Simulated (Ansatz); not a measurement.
Program: Ansatz. Geometries: PBE0-D4/def2-TZVP. ΔE: electronic, gas phase. CCSD(T)/CBS is the MP2 limit (def2-TZVPP, def2-QZVPP) plus CCSD(T) − MP2 in def2-TZVPP, frozen cores. This one scheme is used for every species. One conformer a species, not always the lowest.

Consider the hydrogenolysis of a C–O bond: `C=CC(=C)O` + H₂ → `C=CC=C` + H₂O.

| level | ΔE (eV) |
| --- | --- |
| CCSD/def2-TZVPP | -0.82 |
| MP2/def2-QZVPP | -0.79 |

Task: What does CCSD(T)/CBS give? (Best estimate.)

Result: The calculation gave: -0.81 eV. The listed levels differ from it by -0.01, 0.02 eV.

Largest T1 diagnostic among the species: 0.012.

The D4 term adds +0.06 eV with B3LYP and +0.03 eV with PBE0; it sums over pairs of atoms, weighted by their polarisabilities, and B3LYP, whose exchange is more repulsive, gets the larger term. In def2-TZVPP, CCSD(T) changes the Hartree–Fock value by +0.12 eV (the triples alone add +0.05 eV) and MP2 by +0.13 eV. From PBE to PBE0 (25 % exact exchange), in def2-TZVPP and without D4, ΔE moves by −0.06 eV.

B3LYP here is the variant with VWN-RPA as its local correlation; programs differ in this.
